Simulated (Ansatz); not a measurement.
I need a relaxed scan of one distance of AlFHS, SMILES [F][Al][SH]. Use the Python package of Ansatz (0.2.0). Settings (for the species named): PBE, def2-SVP basis, multiplicity 2.

Input file `alfhs.xyz`:
```text
4

F    -2.03690    0.07360    0.69840
Al   -0.36280    0.62140    0.77280
S     0.98920    0.24980   -0.99860
H     1.46610   -1.00520   -0.49290
```

`run_relaxed_scan.py`
```python
'''One bond of AlFHS held at set lengths while the rest relaxes.'''

import ansatz as az
import numpy as np

BASIS_SET = 'def2-SVP'
FUNCTIONAL = 'pbe'

alfhs = az.Crystal.molecule_from_extxyz('alfhs.xyz')

setup = (
    alfhs.calculation()
    .basis(gaussian=BASIS_SET)
    .functional(FUNCTIONAL)
    .spin('collinear', total=1)
)
symbols = [site.symbol for site in alfhs.cartesian_sites]
pairs = [(0, 1), (1, 2), (2, 3)]
print('held (A)   E (eV)        ', '  '.join(f'{symbols[i]}{i}-{symbols[j]}{j}' for i, j in pairs))
for length in [1.62, 1.76, 1.9, 2.12, 2.38]:
    summary = setup.relax(constraints=[az.DistanceConstraint((0, 1), at=length)], force_tolerance=0.02, max_steps=60).run(threads=1, backend='cpu').report
    xyz = np.array(summary['positions_ang'])
    print(f'{length:6.2f} {summary["free_energy_ev"]:14.5f}  ', '  '.join(f'{np.linalg.norm(xyz[i] - xyz[j]):.3f}' for i, j in pairs))
```

```console
$ python run_relaxed_scan.py
held (A)   E (eV)         F0-Al1  Al1-S2  S2-H3
DeckWarning: relax.constraints: the input's atoms, or those drawn, lie off the distances that are held; a relaxation that starts there is brought onto them ahead of its first SCF, by positions alone, an atom by 7.15e-2 Å at the most. With the symmetry [...]
  1.62   -20148.73251   1.620  2.224  1.364
  1.76   -20148.72525   1.760  2.221  1.364
  1.90   -20148.35127   1.900  2.218  1.365
  2.12   -20147.50406   2.120  2.217  1.366
  2.38   -20146.50333   2.380  2.218  1.366
```
(Warnings from the package without file and line, shortened, repeats left out.)

Caveats:
- Total energies depend on the basis set; only differences at equal settings carry meaning.
- The energies are electronic: no zero-point or thermal terms, and the basis set is short of its limit.
- The species is open-shell (spin multiplicity 2).
- It ran for 78 s on 1 thread of AMD EPYC 7R43 64-Core Processor (Zen 3), on a shared host, peak memory 0.23 GiB.
